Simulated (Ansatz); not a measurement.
## Worked example: correlation energy of GeN⁺, singlet

Geometry: that of the GeN⁺, triplet, kept fixed. The triplet lies 1.4 eV lower here.

```xyz
2

Ge    0.0000    0.0000    0.0000
N     0.0000    0.0000    1.9011
```

Basis cc-pVDZ; Ansatz 0.2.0. Only valence electrons are correlated (noble-gas cores and the filled d shells of p-block atoms frozen), which leaves 8 electrons in 26 orbitals. Prefix R: restricted or restricted open-shell reference. No spin–orbit coupling is included, and no scalar relativity.

Full CI is exact within this basis and frozen core; it isn't the basis-set limit.

The determinant fills πx and πy unequally, so it is a mixture of Σ and Δ, which weighs on every level built on one determinant.

Runs differ by some tens of microhartree through their thresholds, so steps under 0.03 kcal/mol mean nothing.

| level | total energy (hartree) |
| --- | --- |
| RHF | -2129.321962 |
| RMP2 | -2129.489917 |
| RCCSD | -2129.528397 |
| RCCSD(T) | -2129.537518 |
| RCCSDT* | -2129.543851 |
| RCCSDT(Q)* | -2129.547356 |
| RCCSDTQ* | -2129.546895 |
| full CI | -2129.547039 |

Problem. What is the correlation energy at full CI, and what share of it do RMP2 and RCCSDT recover?

Solution. E(corr) = -2129.547039 − (-2129.321962) = -0.225077 hartree = -6.125 eV. RMP2: -0.167955 / -0.225077 = 74.62 %. RCCSDT: -0.221889 / -0.225077 = 98.58 %.

Problem. By how many kcal/mol does RCCSD(T) miss full CI (1 hartree = 627.509 kcal/mol), and which steps make up the rest?

Solution. -2129.537518 − (-2129.547039) = 0.009521 hartree = 5.97 kcal/mol. Steps: RCCSDT − RCCSD(T) = -3.97, RCCSDT(Q) − RCCSDT = -2.20, RCCSDTQ − RCCSDT(Q) = 0.29, full CI − RCCSDTQ = -0.09 kcal/mol. With more than one leading determinant such errors change with state and geometry, and needn't cancel in differences.

An asterisk marks runs whose energy the program itself flagged as in doubt.
